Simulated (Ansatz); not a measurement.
How far is PAW off for NiO?

```
CELL_PARAMETERS angstrom
0.00000 2.10848 2.10848
2.10848 0.00000 2.10848
2.10848 2.10848 0.00000
ATOMIC_POSITIONS crystal
Ni 0.00000 0.00000 0.00000
O 0.50000 0.50000 0.50000
```

Atoms are numbered in the order listed.

The structure comes from a relaxation in the same program, started in the rocksalt type, and has space group Fm-3m. Whether it is a known phase or the ground state wasn't checked.

Semilocal functionals without U often leave such compounds metallic or with too small a gap, and the real magnetic order may differ.

The magnetic state is the one reached from the start moments; no search over orders was made, so it needn't be the ground state.

All numbers are computed: DFT, PBEsol, PAW with Ansatz's default frozen-core files, scalar-relativistic (Ansatz 0.2.0); DFT, PBEsol, all-electron LAPW, scalar-relativistic (Ansatz 0.2.0).

For PAW: a Γ-centred 16×16×16 k mesh, Fermi–Dirac smearing of 0.03 eV, cutoff 420 eV, spin-polarised from start moments Ni1 1.5 μB; the PAW files were made with PBE, and the program remakes their frozen cores for this functional. LAPW targets a basis error of 1 meV/atom. The Ansatz runs share mesh, smearing and spin set-up. Plane-wave (PAW) pressures include the program's estimate of the Pulay term.

Stress and pressure are positive in compression.

Levels count from the Fermi level.

```tsv
quantity	PAW	LAPW
pressure (GPa)	-11.74	-11.32
moment of the cell (μB)	1.595	1.639
highest filled spin-up level at X (eV)	-1.476	-1.504
lowest empty spin-up level at X (eV)	5.812	5.803
highest filled spin-up level at Γ (eV)	-2.462	-2.489
lowest empty spin-up level at Γ (eV)	1.232	1.237
highest filled spin-up level at U (eV)	-1.031	-1.078
lowest empty spin-up level at U (eV)	7.432	7.423
```

PAW's pressure differs from the LAPW value by -0.41 GPa.
